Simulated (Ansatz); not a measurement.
## Worked example: correlation energy of CF, sextet

Geometry: that of the CF, quartet, kept fixed. The doublet lies 16.2 eV lower here.

```xyz
2

C     0.0000    0.0000    0.0000
F     0.0000    0.0000    1.3159
```

Basis 6-31G; Ansatz 0.2.0. Correlated methods freeze the noble-gas cores, which leaves 11 electrons in 16 orbitals. R marks a restricted (for open shells ROHF) determinant, U an unrestricted one.

Full CI is exact within this basis and frozen core; it isn't the basis-set limit. The frozen core follows each run's orbitals, which can shift R against U totals by a few meV.

Runs differ by some tens of microhartree through their thresholds and, for an open shell, their frozen cores, so the step to full CI, which has another core, is uncertain by up to 0.1 kcal/mol.

```
    level  total energy (hartree)
      UHF             -136.614663
     UMP2             -136.711272
    UCCSD             -136.722306
 UCCSD(T)             -136.723202
   UCCSDT             -136.723346
UCCSDT(Q)             -136.723418
  UCCSDTQ             -136.723426
  full CI             -136.723366
```

Problem. What is the correlation energy at full CI, and what share of it do UMP2 and UCCSD(T) recover?

Solution. E(corr) = -136.723366 − (-136.614663) = -0.108703 hartree = -2.958 eV. UMP2: -0.096609 / -0.108703 = 88.87 %. UCCSD(T): -0.108539 / -0.108703 = 99.85 %.

Problem. By how many kcal/mol does UCCSD(T) miss full CI (1 hartree = 627.509 kcal/mol), and which steps make up the rest?

Solution. -136.723202 − (-136.723366) = 0.000164 hartree = 0.10 kcal/mol. Steps: UCCSDT − UCCSD(T) = -0.09, UCCSDT(Q) − UCCSDT = -0.05, UCCSDTQ − UCCSDT(Q) = -0.01, full CI − UCCSDTQ = 0.04 kcal/mol. That is within 1 kcal/mol of the reference in this basis, which itself misses far more of the correlation at the basis-set limit.
